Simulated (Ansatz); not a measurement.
For hcp Zr, BLYP (plane waves, PAW; Ansatz, a quantum-chemistry and plane-wave program) gives:

| Item | Result |
|---|---|
| equilibrium lattice constant a | 3.267 Å |
| lattice parameter c | 5.228 Å |
| bulk modulus B0 | 88.4 GPa |

**Question.** What does r²SCAN in Ansatz (PAW) give for the same quantities?

**Answer.** 
- lattice constant a: 3.245 Å (decreases by 0.7 %)
- lattice parameter c: 5.153 Å (shrinks by 1.4 %)
- bulk modulus: 95.2 GPa (grows by 7.7 %)

For comparison: lattice constant a 3.232 Å (measured, 293 K, not corrected to a static lattice; as tabulated in Wikipedia's data pages); lattice parameter c 5.148 Å (measured, 293 K, not corrected to a static lattice; as tabulated in Wikipedia's data pages); bulk modulus 95.9 GPa (measured, zero-point energy and finite temperature contributions removed, our sources range from 84.3 to 95.9; as tabulated in doi:10.1021/acs.jctc.3c00612).

Changes are worked out from the printed values.

Unless a cell is named, each level is at its own relaxed cell (BLYP 24.17, r²SCAN 23.50 Å³/atom).

Ansatz's density-functional and Hartree–Fock values are scalar-relativistic unless marked +SOC, with PAW data made under PBE.
